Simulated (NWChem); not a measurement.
System: CN, doublet; SMILES N#[C]

Here is an NWChem input.

```
start job
memory heap 200 mb stack 900 mb global 1100 mb
geometry units angstroms noautoz
  C      0.000000     0.000000    -0.623743
  N      0.000000     0.000000     0.536379
end
basis spherical
  C library aug-pcseg-1
  N library aug-pcseg-1
end
dft
  odft
  mult 2
  xc pbe0
  iterations 150
  mulliken
end
task dft energy
```

Output (shortened):

```
             Northwest Computational Chemistry Package (NWChem) 7.3.0
             --------------------------------------------------------

 ORDER OF PRIMARY AXIS IS BEING SET TO 4
 C4V symmetry detected

                             Geometry "geometry" -> ""
                             -------------------------

 Output coordinates in angstroms (scale by  1.889725989 to convert to a.u.)

  No.       Tag          Charge          X              Y              Z
 ---- ---------------- ---------- -------------- -------------- --------------
    1 C                    6.0000     0.00000000     0.00000000    -0.62468108
    2 N                    7.0000     0.00000000     0.00000000     0.53544092

 Effective nuclear repulsion energy (a.u.)      19.1578510346

      Symmetry information
      --------------------

 Group name             C4v
 Group number             18
 Group order               8
 No. of unique centers     2

                                 NWChem DFT Module
                                 -----------------

 Summary of "ao basis" -> "ao basis" (spherical)
 ------------------------------------------------------------------------------
       Tag                 Description            Shells   Functions and Types
 ---------------- ------------------------------  ------  ---------------------
 C                        aug-pcseg-1                9       23   4s3p2d
 N                        aug-pcseg-1                9       23   4s3p2d

      Symmetry analysis of basis
      --------------------------

        a1         18
        a2          0
        b1          4
        b2          4
        e          20

            General Information
            -------------------
          SCF calculation type: DFT
          Wavefunction type:  spin polarized.
          No. of atoms     :     2
          No. of electrons :    13
           Alpha electrons :     7
            Beta electrons :     6
          Charge           :     0
          Spin multiplicity:     2
          Use of symmetry is: on ; symmetry adaption is: on
          Maximum number of iterations: 150
          AO basis - number of functions:    46
                     number of shells:    18
          Convergence on energy requested:  1.00D-06
          Convergence on density requested:  1.00D-05
          Convergence on gradient requested:  5.00D-04

              XC Information
              --------------
                         PBE0 Method XC Functional
                     Hartree-Fock (Exact) Exchange  0.250
          PerdewBurkeErnzerhof Exchange Functional  0.750
            Perdew 1991 LDA Correlation Functional  1.000 local
           PerdewBurkeErnz. Correlation Functional  1.000 non-local

             Grid Information
             ----------------
          Grid used for XC integration:  medium
          Radial quadrature: Mura-Knowles
          Angular quadrature: Lebedev.
          Tag              B.-S. Rad. Rad. Pts. Rad. Cut. Ang. Pts.
          ---              ---------- --------- --------- ---------
          C                   0.70       49          10.0       434
          N                   0.65       49          10.0       434
          Grid pruning is: on
          Number of quadrature shells:    98
          Spatial weights used:  Erf1

      Superposition of Atomic Density Guess
      -------------------------------------

 Sum of atomic energies:         -91.93176287

      Non-variational initial energy
      ------------------------------

 Total energy =     -92.293920
 1-e energy   =    -161.512492
 2-e energy   =      50.060721
 HOMO         =      -0.326429
 LUMO         =       0.047569

   Symmetry analysis of molecular orbitals - initial alpha
   -------------------------------------------------------

 !! scf_movecs_sym_adapt:    8 vectors were symmetry contaminated

  Symmetry fudging

 !! scf_movecs_sym_adapt:    8 vectors were symmetry contaminated

  Numbering of irreducible representations:

     1 a1          2 a2          3 b1          4 b2          5 e

  Orbital symmetries:

     1 a1          2 a1          3 a1          4 a1          5 e
     6 e           7 a1          8 e           9 e          10 a1
    11 a1         12 e          13 e          14 a1         15 e
    16 e          17 a1

   Symmetry analysis of molecular orbitals - initial beta
   ------------------------------------------------------

 !! scf_movecs_sym_adapt:    8 vectors were symmetry contaminated

  Symmetry fudging

 !! scf_movecs_sym_adapt:    8 vectors were symmetry contaminated

  Numbering of irreducible representations:

     1 a1          2 a2          3 b1          4 b2          5 e

  Orbital symmetries:

     1 a1          2 a1          3 a1          4 a1          5 e
     6 e           7 a1          8 e           9 e          10 a1
    11 a1         12 e          13 e          14 a1         15 e
    16 e          17 a1

     ---------------------------------------------
      Total Density - Mulliken Population Analysis
     ---------------------------------------------

    Atom       Charge   Shell Charges
 -----------   ------   -------------------------------------------------------
    1 C    6     5.17   2.00  0.87  0.71  0.06  1.33  0.24 -0.03  0.05 -0.06
    2 N    7     7.83   2.00  0.95  0.86 -0.03  2.28  1.57  0.11  0.03  0.06

     --------------------------------------------
      Spin Density - Mulliken Population Analysis
     --------------------------------------------

    Atom       Charge   Shell Charges
 -----------   ------   -------------------------------------------------------
    1 C    6     0.71   0.00  0.05  0.24  0.04  0.32  0.05  0.00  0.00  0.00
    2 N    7     0.29   0.00 -0.00  0.01  0.00  0.24  0.04 -0.01  0.00 -0.00

   convergence    iter        energy       DeltaE   RMS-Dens  Diis-err
 ---------------- ----- ----------------- --------- --------- ---------
 d= 0,ls=0.0,diis     1    -92.5294707891 -1.12D+02  1.24D-02  1.06D-01
                                                     1.26D-02  7.88D-02
 d= 0,ls=0.0,diis     2    -92.2593503844  2.70D-01  7.43D-03  6.93D-01
                                                     1.09D-02  7.02D-01
 d= 0,ls=0.0,diis     3    -92.5799974705 -3.21D-01  1.25D-03  1.13D-02
                                                     1.14D-03  8.80D-03
 d= 0,ls=0.0,diis     4    -92.5847059743 -4.71D-03  5.46D-04  7.30D-04
                                                     7.43D-04  3.38D-04
 d= 0,ls=0.0,diis     5    -92.5854304856 -7.25D-04  6.23D-04  3.28D-04
                                                     8.67D-04  6.59D-05
  Resetting Diis
 d= 0,ls=0.0,diis     6    -92.5859073934 -4.77D-04  4.01D-04  4.79D-05
                                                     5.28D-04  5.72D-06
 d= 0,ls=0.0,diis     7    -92.5860344093 -1.27D-04  9.00D-05  5.59D-06
                                                     6.95D-05  2.56D-06
 d= 0,ls=0.0,diis     8    -92.5860469585 -1.25D-05  3.62D-05  6.84D-07
                                                     9.59D-05  3.94D-06
 d= 0,ls=0.0,diis     9    -92.5860514530 -4.49D-06  1.14D-04  1.13D-05
                                                     7.18D-05  2.45D-06
 d= 0,ls=0.0,diis    10    -92.5860599302 -8.48D-06  4.02D-05  1.81D-07
                                                     4.60D-05  9.66D-08
 d= 0,ls=0.0,diis    11    -92.5860607866 -8.56D-07  9.07D-06  4.38D-08
                                                     1.14D-05  1.89D-08
 d= 0,ls=0.0,diis    12    -92.5860608574 -7.08D-08  3.74D-06  5.83D-09
                                                     6.30D-06  3.58D-09

         Total DFT energy =      -92.586060857408
      One electron energy =     -162.403632494447
           Coulomb energy =       62.697597080975
    Exchange-Corr. energy =      -12.037876478557
 Nuclear repulsion energy =       19.157851034622

 Numeric. integr. density =       13.000000407970

                  Occupations of the irreducible representations
                  ----------------------------------------------

                     irrep           alpha         beta
                     --------     --------     --------
                     a1                5.0          4.0
                     a2                0.0          0.0
                     b1                0.0          0.0
                     b2                0.0          0.0
                     e                 2.0          2.0

                    DFT Final Alpha Molecular Orbital Analysis
                    ------------------------------------------

 Vector    5  Occ=1.000000D+00  E=-4.247817D-01  Symmetry=a1
              MO Center= -2.1D-14, -1.8D-14,  1.3D-01, r^2= 1.4D+00
   Bfn.  Coefficient  Atom+Function         Bfn.  Coefficient  Atom+Function
  ----- ------------  ---------------      ----- ------------  ---------------
    30     -0.492743  2 N  pz                 7      0.459841  1 C  pz
    26     -0.304245  2 N  s                  3     -0.245847  1 C  s
    33     -0.229929  2 N  pz                10      0.165708  1 C  pz
    25     -0.149021  2 N  s                  2     -0.080146  1 C  s
    24      0.069000  2 N  s                 27     -0.067588  2 N  s

 Vector    6  Occ=1.000000D+00  E=-4.079734D-01  Symmetry=e
              MO Center= -6.1D-16,  4.2D-16, -4.0D-03, r^2= 1.1D+00
   Bfn.  Coefficient  Atom+Function         Bfn.  Coefficient  Atom+Function
  ----- ------------  ---------------      ----- ------------  ---------------
    29      0.356017  2 N  py                 6      0.348506  1 C  py
    28     -0.292474  2 N  px                 5     -0.286303  1 C  px
    32      0.235798  2 N  py                31     -0.193712  2 N  px
     9      0.100168  1 C  py                 8     -0.082290  1 C  px
    43     -0.037098  2 N  d -1              35      0.034865  2 N  py

 Vector    7  Occ=1.000000D+00  E=-4.079734D-01  Symmetry=e
              MO Center=  2.1D-14,  1.7D-14, -4.0D-03, r^2= 1.1D+00
   Bfn.  Coefficient  Atom+Function         Bfn.  Coefficient  Atom+Function
  ----- ------------  ---------------      ----- ------------  ---------------
    28      0.356017  2 N  px                 5      0.348506  1 C  px
    29      0.292474  2 N  py                 6      0.286303  1 C  py
    31      0.235798  2 N  px                32      0.193712  2 N  py
     8      0.100168  1 C  px                 9      0.082290  1 C  py
    45      0.037098  2 N  d  1              34      0.034865  2 N  px

 Vector    8  Occ=0.000000D+00  E=-1.385283D-02  Symmetry=e
              MO Center= -2.6D-15, -6.0D-15, -3.5D-01, r^2= 2.8D+00
   Bfn.  Coefficient  Atom+Function         Bfn.  Coefficient  Atom+Function
  ----- ------------  ---------------      ----- ------------  ---------------
     9      0.575397  1 C  py                32     -0.449753  2 N  py
    12      0.444600  1 C  py                 6      0.409205  1 C  py
    35     -0.411015  2 N  py                29     -0.408819  2 N  py
     8      0.249134  1 C  px                31     -0.194733  2 N  px
    11      0.192502  1 C  px                 5      0.177177  1 C  px

 Vector    9  Occ=0.000000D+00  E=-1.385283D-02  Symmetry=e
              MO Center= -2.4D-16,  3.7D-17, -3.5D-01, r^2= 2.8D+00
   Bfn.  Coefficient  Atom+Function         Bfn.  Coefficient  Atom+Function
  ----- ------------  ---------------      ----- ------------  ---------------
     8      0.575397  1 C  px                31     -0.449753  2 N  px
    11      0.444600  1 C  px                 5      0.409205  1 C  px
    34     -0.411015  2 N  px                28     -0.408819  2 N  px
     9     -0.249134  1 C  py                32      0.194733  2 N  py
    12     -0.192502  1 C  py                 6     -0.177177  1 C  py

 Vector   10  Occ=0.000000D+00  E= 3.059203D-02  Symmetry=a1
              MO Center=  2.0D-14,  7.9D-15, -1.1D+00, r^2= 9.6D+00
   Bfn.  Coefficient  Atom+Function         Bfn.  Coefficient  Atom+Function
  ----- ------------  ---------------      ----- ------------  ---------------
     4      3.162989  1 C  s                 27     -2.251115  2 N  s
    36      0.920406  2 N  pz                10      0.419540  1 C  pz
    26     -0.320943  2 N  s                  3      0.172925  1 C  s
    33      0.144795  2 N  pz                 7      0.140303  1 C  pz
     2     -0.134076  1 C  s                 44     -0.089617  2 N  d  0

                     DFT Final Beta Molecular Orbital Analysis
                     -----------------------------------------

 Vector    4  Occ=1.000000D+00  E=-4.492666D-01  Symmetry=a1
              MO Center= -6.4D-16, -6.7D-17,  4.0D-01, r^2= 1.2D+00
   Bfn.  Coefficient  Atom+Function         Bfn.  Coefficient  Atom+Function
  ----- ------------  ---------------      ----- ------------  ---------------
    26      0.524943  2 N  s                 30      0.384809  2 N  pz
     3     -0.364339  1 C  s                  2     -0.332917  1 C  s
    25      0.309880  2 N  s                 33      0.167450  2 N  pz
     1      0.153108  1 C  s                 24     -0.142075  2 N  s
    27      0.094962  2 N  s                  4     -0.050124  1 C  s

 Vector    5  Occ=1.000000D+00  E=-3.990960D-01  Symmetry=e
              MO Center= -4.6D-15,  8.7D-16,  8.0D-02, r^2= 1.0D+00
   Bfn.  Coefficient  Atom+Function         Bfn.  Coefficient  Atom+Function
  ----- ------------  ---------------      ----- ------------  ---------------
    28      0.482903  2 N  px                 5      0.397313  1 C  px
    31      0.335043  2 N  px                29     -0.093874  2 N  py
     8      0.084750  1 C  px                 6     -0.077236  1 C  py
    32     -0.065131  2 N  py                45      0.059054  2 N  d  1
    34      0.054310  2 N  px                17     -0.036903  1 C  d  1

 Vector    6  Occ=1.000000D+00  E=-3.990960D-01  Symmetry=e
              MO Center= -1.1D-16, -5.4D-16,  8.0D-02, r^2= 1.0D+00
   Bfn.  Coefficient  Atom+Function         Bfn.  Coefficient  Atom+Function
  ----- ------------  ---------------      ----- ------------  ---------------
    29      0.482903  2 N  py                 6      0.397313  1 C  py
    32      0.335043  2 N  py                28      0.093874  2 N  px
     9      0.084750  1 C  py                 5      0.077236  1 C  px
    31      0.065131  2 N  px                43     -0.059054  2 N  d -1
    35      0.054310  2 N  py                15      0.036903  1 C  d -1

 Vector    7  Occ=0.000000D+00  E=-2.373000D-01  Symmetry=a1
              MO Center=  3.5D-15, -3.9D-16, -6.5D-01, r^2= 1.5D+00
   Bfn.  Coefficient  Atom+Function         Bfn.  Coefficient  Atom+Function
  ----- ------------  ---------------      ----- ------------  ---------------
     3      0.492798  1 C  s                  7     -0.457759  1 C  pz
    30      0.349625  2 N  pz                33      0.205090  2 N  pz
     2      0.192727  1 C  s                 10     -0.180389  1 C  pz
     4      0.116524  1 C  s                  1     -0.100184  1 C  s
    27      0.044602  2 N  s                 26      0.033422  2 N  s

 Vector    8  Occ=0.000000D+00  E= 1.008652D-02  Symmetry=e
              MO Center=  3.3D-15, -2.1D-16, -5.4D-01, r^2= 3.8D+00
   Bfn.  Coefficient  Atom+Function         Bfn.  Coefficient  Atom+Function
  ----- ------------  ---------------      ----- ------------  ---------------
    11      0.728838  1 C  px                 8      0.609788  1 C  px
    34     -0.563250  2 N  px                31     -0.467025  2 N  px
     5      0.421432  1 C  px                28     -0.407437  2 N  px
    45     -0.030154  2 N  d  1

[...]
```

Level: PBE0/aug-pcseg-1, spin-unrestricted. Geometry: optimised at PBE0-D3(BJ)/def2-TZVP, spin-unrestricted. No stability test was run on the SCF state.
